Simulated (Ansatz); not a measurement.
C4H6O3, SMILES `O=COCC1CO1`. Charge 0, multiplicity 1.

```xyz
13

O    -1.435   -1.530   -0.702
C    -0.740   -1.965    0.167
O     0.463   -1.512    0.519
C     0.966   -0.390   -0.217
C     0.515    0.899    0.404
C    -0.617    1.640   -0.137
O     0.720    2.044   -0.400
H    -0.997   -2.823    0.806
H     0.638   -0.440   -1.256
H     2.052   -0.480   -0.169
H     0.771    1.025    1.456
H    -1.157    1.226   -0.983
H    -1.178    2.305    0.514
```

Problem. Give the diagnostics of a CCSD(T)/def2-TZVPP run (frozen core, Ansatz 0.2.0). (An estimate is asked.)

Solution. Ansatz gave: T1 = 0.0143, largest single amplitude 0.025, largest double 0.033, (T) share of the correlation energy 4.1 %, 10 CCSD cycles. The RHF solution is stable towards an unrestricted one. T1 lies under the customary mark of 0.02 for closed shells.
